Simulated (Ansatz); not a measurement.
# CH4AlN (SMILES [CH2]1[NH][AlH]1): one structure at several levels

How do the functionals fare away from a minimum? The structure is a structure displaced at random from a GFN2-xTB minimum.

The runs use Ansatz 0.2.0, Gaussian basis; single points in def2-TZVPP.

Cores are frozen in the correlated methods. B3LYP uses VWN-RPA correlation.

## 1. Where the work starts

SMILES `[CH2]1[NH][AlH]1`, 7 atoms, charge 0, spin multiplicity 1.

Atoms are counted from 1 here; the program's logs count them from 0.

Bond lengths: C1–Al3 2.103 Å, C1–H4 1.101 Å, C1–H5 0.761 Å, N2–Al3 1.793 Å, N2–H6 1.219 Å, Al3–H7 1.734 Å. Angles: Al3–C1–H4 95.9°, Al3–C1–H5 123.6°, H4–C1–H5 135.6°, Al3–N2–H6 170.7°, C1–Al3–N2 52.0°, C1–Al3–H7 151.1°, N2–Al3–H7 151.8°.

Geometry (Å):

```
atom    x (Å)    y (Å)    z (Å)
  C1  -0.6019   0.2401  -0.6967
  N2  -0.1635   0.4366   0.9654
 Al3   1.0787  -0.6241   0.2265
  H4  -1.2283  -0.6651  -0.6635
  H5  -0.5687   0.8630  -1.1328
  H6  -1.0675   1.1898   1.2830
  H7   2.6830  -1.2767   0.1519
```

## 2. CCSD(T)/def2-TZVPP

File run/in.yaml:

```yaml
crystal:
  periodic: [false, false, false]
  atoms:
    - {symbol: C, position_ang: [-0.601900, 0.240100, -0.696700]}
    - {symbol: N, position_ang: [-0.163500, 0.436600, 0.965400]}
    - {symbol: Al, position_ang: [1.078700, -0.624100, 0.226500]}
    - {symbol: H, position_ang: [-1.228300, -0.665100, -0.663500]}
    - {symbol: H, position_ang: [-0.568700, 0.863000, -1.132800]}
    - {symbol: H, position_ang: [-1.067500, 1.189800, 1.283000]}
    - {symbol: H, position_ang: [2.683000, -1.276700, 0.151900]}
basis:
  gaussian: {orbitals: def2-TZVPP}
correlation: {method: ccsd_t}
output: {forces: true}
```

The command line of these runs was not kept.

## 3. PBE0-D4/def2-TZVPP

run/in.yaml: that of step 2 with these lines changed.

```diff
@@ -12,3 +12,3 @@
   gaussian: {orbitals: def2-TZVPP}
-correlation: {method: ccsd_t}
-output: {forces: true}
+hamiltonian: {xc: pbe0, dispersion: d4}
+output: {forces: true, orbitals: {seedname: orbitals}}
```

## 4. wB97M-V/def2-TZVPP

run/in.yaml: that of step 3 with these lines changed.

```diff
@@ -12,3 +12,3 @@
   gaussian: {orbitals: def2-TZVPP}
-hamiltonian: {xc: pbe0, dispersion: d4}
-output: {forces: true, orbitals: {seedname: orbitals}}
+hamiltonian: {xc: {name: wB97M-V}}
+output: {forces: true}
```

## 5. r2SCAN-D4/def2-TZVPP

run/in.yaml: that of step 4 with these lines changed.

```diff
@@ -12,3 +12,3 @@
   gaussian: {orbitals: def2-TZVPP}
-hamiltonian: {xc: {name: wB97M-V}}
+hamiltonian: {xc: r2scan, dispersion: d4}
 output: {forces: true}
```

## 6. PBE-D4/def2-TZVPP

run/in.yaml: that of step 5 with these lines changed.

```diff
@@ -12,3 +12,3 @@
   gaussian: {orbitals: def2-TZVPP}
-hamiltonian: {xc: r2scan, dispersion: d4}
+hamiltonian: {xc: pbe, dispersion: d4}
 output: {forces: true}
```

## 7. LC-wPBE/def2-TZVPP

run/in.yaml: that of step 6 with these lines changed.

```diff
@@ -12,3 +12,3 @@
   gaussian: {orbitals: def2-TZVPP}
-hamiltonian: {xc: pbe, dispersion: d4}
+hamiltonian: {xc: {name: LC-wPBE}}
 output: {forces: true}
```

## 8. B3LYP-D4/def2-TZVPP

run/in.yaml: that of step 7 with these lines changed.

```diff
@@ -12,3 +12,3 @@
   gaussian: {orbitals: def2-TZVPP}
-hamiltonian: {xc: {name: LC-wPBE}}
+hamiltonian: {xc: {name: B3LYP}, dispersion: d4}
 output: {forces: true}
```

(Steps that only read results are left out.)

**Question.** What will these runs give? Wanted: energy less free atoms, CCSD(T)/def2-TZVPP; RMS force component; RMS force error; HOMO and LUMO, PBE0-D4; T1 diagnostic.

As calculated:

| quantity | value |
| --- | --- |
| energy less free atoms, CCSD(T)/def2-TZVPP | -1642.2 kJ/mol |
| RMS force component | 10.446 to 10.699 eV/Å over the methods |
| RMS force error | PBE0-D4 0.171, wB97M-V 0.169, r2SCAN-D4 0.098, PBE-D4 0.147, LC-wPBE 0.364, B3LYP-D4 0.139 eV/Å |
| HOMO and LUMO, PBE0-D4 | -6.03 and -1.60 eV |
| T1 diagnostic | 0.020 |

Against CCSD(T) the functionals' energies less atoms differ by -134.6 to -38.9 kJ/mol, PBE-D4 by -134.6 kJ/mol. A larger basis would deepen the CCSD(T) value, while the functionals are nearly converged already, so the order here is not reliable. On forces the order runs from r2SCAN-D4 to LC-wPBE. Frozen-core CCSD(T) forces in triple zeta carry basis errors of their own, and this is one geometry, so small gaps rank nothing.
